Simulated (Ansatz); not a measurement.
# Structure relaxation of Ir₂C₃

Level of theory: DFT PBE, scalar-relativistic, plane waves, PAW (Ansatz 0.2.0). Cutoff 420 eV, Γ-centred k mesh, Gaussian smearing, no spin polarisation in the final step.

A relaxed cell is given with its space group left out.

```
Ir C
1.0
     5.59251    0.00000    0.00000
    -2.79625    4.84325    0.00000
     0.00000    0.00000    2.64892
Ir C
2 3
Direct
  0.66667 0.33333 0.50000
  0.33333 0.66667 0.50000
  0.50000 0.00000 0.00000
  0.00000 0.50000 0.00000
  0.50000 0.50000 0.00000
```

Formation energies are uncorrected and refer to the elements' standard structures at the same level.

Task: What space group does it have?

Result: P6/mmm (No. 191). Conventional cell: a = 5.593 Å, c = 2.649 Å. Ir is coordinated by 6 C at 2.09 Å; C has 4 Ir at 2.09 Å.

Task: What is its formation energy per atom?

Result: 1.69 eV/atom.

Task: Is it a metal?

Result: Yes, bands cross the Fermi level on the 12×12×14 mesh.

The final run used a 12×12×14 mesh on its 5-atom cell and 0.10 eV smearing. For metals, differences of a few meV/atom aren't resolved. Spin–orbit coupling is left out. The cell came from a trial start, so Ir₂C₃ may not exist in this structure.

Cost: 3 runs of about 2.6 core-minutes in all, on Intel Xeon 6975P-C (Granite Rapids) (shared hosts).